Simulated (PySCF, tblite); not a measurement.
**A complex of methanol and chloride**

A gas-phase complex of methanol and chloride; charge -1, singlet. The structure comes from a short search (6 tight-binding starts) and was relaxed by PBE0-D3(BJ)/def2-TZVPD; another way of binding may lie lower. No frequency run checks that it is a minimum.

```json
{"part": "1", "name": "methanol", "SMILES": "CO", "atoms": "1–6", "charge": "0", "multiplicity": "1"}
{"part": "2", "name": "chloride", "SMILES": "[Cl-]", "atoms": "7", "charge": "-1", "multiplicity": "1"}
```

```xyz
7

C    -0.378   -0.052   -0.050
O     0.991   -0.157   -0.287
H    -0.656   -0.431    0.943
H    -0.914   -0.639   -0.806
H    -0.739    0.988   -0.113
H     1.446    0.162    0.536
Cl    2.054    0.829    2.392
```
Atoms count from 1 in this order.

Contacts between parts, classed by geometry: H6···Cl7 2.063 Å (hydrogen bond, 170°).

Interaction energies are complex less parts, with the parts frozen as they stand in it; counterpoise-corrected, in kcal/mol (PySCF). The CCSD(T) estimate is Hartree-Fock/aug-cc-pVQZ, plus the MP2 correlation part extrapolated as X⁻³ from aug-cc-pVTZ and aug-cc-pVQZ, plus CCSD(T) less MP2 in aug-cc-pVDZ; noble-gas cores are frozen. It isn't the exact limit.

Give the interaction energy at each level run.


| level | interaction | superposition error removed |
| --- | --- | --- |
| Hartree-Fock/aug-cc-pVQZ | -12.98 | - |
| wB97M-D3(BJ)/def2-TZVPD | -16.77 | -0.11 |
| PBE0-D3(BJ)/def2-TZVPD | -17.95 | -0.12 |
| MP2/aug-cc-pVQZ | -17.55 | -0.55 |
| CCSD(T), estimated basis limit | -17.34 | - |

What holds them together? Decompose the wB97M-D3(BJ)/def2-TZVPD energy: frozen parts, their antisymmetrised product, then relaxation.

electrostatic -21.8, Pauli repulsion +17.6, orbital relaxation -11.7, dispersion correction -1.0 kcal/mol, which sum to the value before the counterpoise correction; the Pauli term holds the exchange-correlation of the frozen density too. Of the attraction, 63 % is electrostatic, 34 % is orbital relaxation, 3 % is dispersion correction.

The parts were also relaxed and run alone, at the levels used for the complex: shieldings by PBE0/aug-pcSseg-2; core levels by delta-SCF with SCAN, aug-pcX-2 on the ionised atom and aug-pcseg-1 elsewhere, spin-free X2C (2p3/2 is the spin-free 2p value less a third of a first-order spin-orbit splitting).

Values alone: O2–H6 bond (Å): 0.959; shielding of H6 (ppm): 31.80; shielding of Cl7 (ppm): 1149.3; shielding of O2 (ppm): 328.7; C1 1s core level (eV): 292.45; O2 1s core level (eV): 539.01; Cl7 2p3/2 core level (eV): 196.90.

How do these values change when the complex forms?


```csv
property,alone,in the complex,change
O2–H6 bond (Å),0.959,0.994,+0.034
shielding of H6 (ppm),31.80,23.89,-7.90
shielding of Cl7 (ppm),1149.3,1104.9,-44.4
shielding of O2 (ppm),328.7,315.8,-12.9
C1 1s core level (eV),292.45,287.96,-4.49
O2 1s core level (eV),539.01,533.38,-5.63
Cl7 2p3/2 core level (eV),196.90,197.79,+0.89
```

Density functionals tend to overstate the lengthening and the red shift of so strongly bound an X–H bond.

The 5 runs behind this took 6.4 min in all, one thread each of Arm Neoverse N1 on a shared host, launched as `OMP_NUM_THREADS=1 python cluster_run.py task.json out`.
